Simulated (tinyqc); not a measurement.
Worked calculation: UHF in the sto-3g basis, for LiH+, spin multiplicity 2. One step of it, computed by the program tinyqc.

Question. Iteration 1: building the Fock matrix. J_ij = sum D_kl (ij|kl) with D = D(alpha) + D(beta), K_ij = sum D_kl (ik|jl) for each spin; F = H + J - K(s); E = tr D H + tr D J / 2 - 0.5 sum_s tr D(s) K(s) + E_nn.

D(alpha) at the start, lower triangle:
```
            1Li 1s    1Li 2s   1Li 2px   1Li 2py   1Li 2pz     2H 1s
1Li 1s    1.037382
1Li 2s   -0.117702  0.535982
1Li 2px   0.000000  0.000000  0.000000
1Li 2py   0.000000  0.000000  0.000000  0.000000
1Li 2pz  -0.004060  0.014648  0.000000  0.000000  0.002949
2H 1s     0.006936  0.031891  0.000000  0.000000  0.033307  0.415257
```

D(beta) at the start, lower triangle:
```
            1Li 1s    1Li 2s   1Li 2px   1Li 2py   1Li 2pz     2H 1s
1Li 1s    0.518691
1Li 2s   -0.058851  0.267991
1Li 2px   0.000000  0.000000  0.000000
1Li 2py   0.000000  0.000000  0.000000  0.000000
1Li 2pz  -0.002030  0.007324  0.000000  0.000000  0.001475
2H 1s     0.003468  0.015945  0.000000  0.000000  0.016654  0.207629
```

core Hamiltonian H = T + V (hartree), lower triangle:
```
            1Li 1s     1Li 2s    1Li 2px    1Li 2py    1Li 2pz      2H 1s
1Li 1s   -4.775890
1Li 2s   -1.073727  -1.414729
1Li 2px   0.000000   0.000000  -1.152157
1Li 2py   0.000000   0.000000   0.000000  -1.152157
1Li 2pz  -0.020092  -0.130840   0.000000   0.000000  -1.257117
2H 1s    -0.436485  -0.803435   0.000000   0.000000  -0.919812  -1.569945
```

Two-electron integrals (ij|kl) in chemists' order, unique and non-zero (hartree):
```
(11|11) 1.680395   (21|11) 0.265420   (21|21) 0.049941   (22|11) 0.397727
(22|21) 0.092860   (22|22) 0.290562   (31|31) 0.008981   (32|31) 0.013788
(32|32) 0.064184   (33|11) 0.396640   (33|21) 0.092880   (33|22) 0.290497
(33|33) 0.312946   (41|41) 0.008981   (42|41) 0.013788   (42|42) 0.064184
(43|43) 0.016869   (44|11) 0.396640   (44|21) 0.092880   (44|22) 0.290497
(44|33) 0.279207   (44|44) 0.312946   (51|51) 0.008981   (52|51) 0.013788
(52|52) 0.064184   (53|53) 0.016869   (54|54) 0.016869   (55|11) 0.396640
(55|21) 0.092880   (55|22) 0.290497   (55|33) 0.279207   (55|44) 0.279207
(55|55) 0.312946   (61|11) 0.102726   (61|21) 0.019392   (61|22) 0.036500
(61|33) 0.036070   (61|44) 0.036070   (61|51) 0.002294   (61|52) 0.004341
(61|55) 0.037378   (61|61) 0.008229   (62|11) 0.178957   (62|21) 0.041979
(62|22) 0.132146   (62|33) 0.126171   (62|44) 0.126171   (62|51) 0.006890
(62|52) 0.036731   (62|55) 0.143961   (62|61) 0.019238   (62|62) 0.091218
(63|31) 0.003948   (63|32) 0.016721   (63|53) 0.006138   (63|63) 0.007811
(64|41) 0.003948   (64|42) 0.016721   (64|54) 0.006138   (64|64) 0.007811
(65|11) 0.205015   (65|21) 0.048725   (65|22) 0.159667   (65|33) 0.149335
(65|44) 0.149335   (65|51) 0.010814   (65|52) 0.056167   (65|55) 0.180127
(65|61) 0.023553   (65|62) 0.122247   (65|65) 0.167567   (66|11) 0.366993
(66|21) 0.087746   (66|22) 0.296965   (66|33) 0.272186   (66|44) 0.272186
(66|51) 0.018263   (66|52) 0.110134   (66|55) 0.345959   (66|61) 0.042755
(66|62) 0.248706   (66|65) 0.348548   (66|66) 0.774606
```

nuclear repulsion = 1.10938619 hartree

Give: Coulomb J; exchange K(alpha); exchange K(beta); F(alpha); F(beta); total energy of this density.

Answer.

Coulomb J (hartree), lower triangle:
```
         1Li 1s  1Li 2s  1Li 2px  1Li 2py  1Li 2pz  2H 1s
1Li 1s    3.111
1Li 2s    0.534   1.035
1Li 2px   0.000   0.000    1.016
1Li 2py   0.000   0.000    0.000    1.016
1Li 2pz   0.014   0.080    0.000    0.000    1.067
2H 1s     0.214   0.548    0.000    0.000    0.679  1.327
```

exchange K(alpha) (hartree), lower triangle:
```
         1Li 1s  1Li 2s  1Li 2px  1Li 2py  1Li 2pz  2H 1s
1Li 1s    1.714
1Li 2s    0.285   0.235
1Li 2px   0.000   0.000    0.045
1Li 2py   0.000   0.000    0.000    0.045
1Li 2pz   0.014   0.069    0.000    0.000    0.127
2H 1s     0.131   0.209    0.000    0.000    0.194  0.418
```

exchange K(beta) (hartree), lower triangle:
```
         1Li 1s  1Li 2s  1Li 2px  1Li 2py  1Li 2pz  2H 1s
1Li 1s    0.857
1Li 2s    0.142   0.118
1Li 2px   0.000   0.000    0.023
1Li 2py   0.000   0.000    0.000    0.023
1Li 2pz   0.007   0.034    0.000    0.000    0.063
2H 1s     0.065   0.104    0.000    0.000    0.097  0.209
```

F(alpha) (hartree), lower triangle:
```
         1Li 1s  1Li 2s  1Li 2px  1Li 2py  1Li 2pz   2H 1s
1Li 1s   -3.379
1Li 2s   -0.824  -0.615
1Li 2px   0.000   0.000   -0.181
1Li 2py   0.000   0.000    0.000   -0.181
1Li 2pz  -0.021  -0.119    0.000    0.000   -0.316
2H 1s    -0.354  -0.464    0.000    0.000   -0.434  -0.661
```

F(beta) (hartree), lower triangle:
```
         1Li 1s  1Li 2s  1Li 2px  1Li 2py  1Li 2pz   2H 1s
1Li 1s   -2.522
1Li 2s   -0.682  -0.497
1Li 2px   0.000   0.000   -0.158
1Li 2py   0.000   0.000    0.000   -0.158
1Li 2pz  -0.014  -0.085    0.000    0.000   -0.253
2H 1s    -0.288  -0.359    0.000    0.000   -0.337  -0.452
```

total energy of this density = -6.30083 hartree

This density is the starting one; it is not idempotent, so its energy is not variational and may lie below the converged one.
